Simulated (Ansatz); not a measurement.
# Worked example: correlation energy of [BH$_{2}$···H···Si], triplet

Geometry: a point of a hydrogen-transfer path between rigid fragments, not a stationary point.

| atom | x (Å) | y (Å) | z (Å) |
| --- | --- | --- | --- |
| B | -2.3015 | 0.0000 | 0.0000 |
| H | -2.8982 | 1.0336 | 0.0000 |
| H | -2.8982 | -1.0336 | 0.0000 |
| H | -0.7695 | 0.0000 | 0.0000 |
| Si | 1.1215 | 0.0000 | 0.0000 |

Basis cc-pVDZ; Ansatz 0.2.0. Correlated methods freeze the noble-gas cores, which leaves 10 electrons in 41 orbitals. Prefix R: restricted or restricted open-shell reference; prefix U: unrestricted.

Full CI isn't at hand for all of this; UCCSDT(Q) serves as the reference, and is uncertain by about the last step of the cluster series.

Runs differ by some tens of microhartree through their thresholds and, for an open shell, their frozen cores, so steps under 0.03 kcal/mol mean nothing.

```json
{"level": "UHF", "total energy (hartree)": "-315.207185"}
{"level": "UMP2", "total energy (hartree)": "-315.353319"}
{"level": "UCCSD", "total energy (hartree)": "-315.396193"}
{"level": "UCCSD(T)", "total energy (hartree)": "-315.400567"}
{"level": "UCCSDT", "total energy (hartree)": "-315.401800"}
{"level": "UCCSDT(Q)", "total energy (hartree)": "-315.402008"}
```

Problem. What is the correlation energy at UCCSDT(Q), and what share of it do UMP2 and UCCSDT recover?

Solution. E(corr) = -315.402008 − (-315.207185) = -0.194823 hartree = -5.301 eV. UMP2: -0.146134 / -0.194823 = 75.01 %. UCCSDT: -0.194615 / -0.194823 = 99.89 %.

Problem. By how many kcal/mol does UCCSD(T) miss UCCSDT(Q) (1 hartree = 627.509 kcal/mol), and which steps make up the rest?

Solution. -315.400567 − (-315.402008) = 0.001441 hartree = 0.90 kcal/mol. Steps: UCCSDT − UCCSD(T) = -0.77, UCCSDT(Q) − UCCSDT = -0.13 kcal/mol. Differences between like states or geometries often cancel part of this.
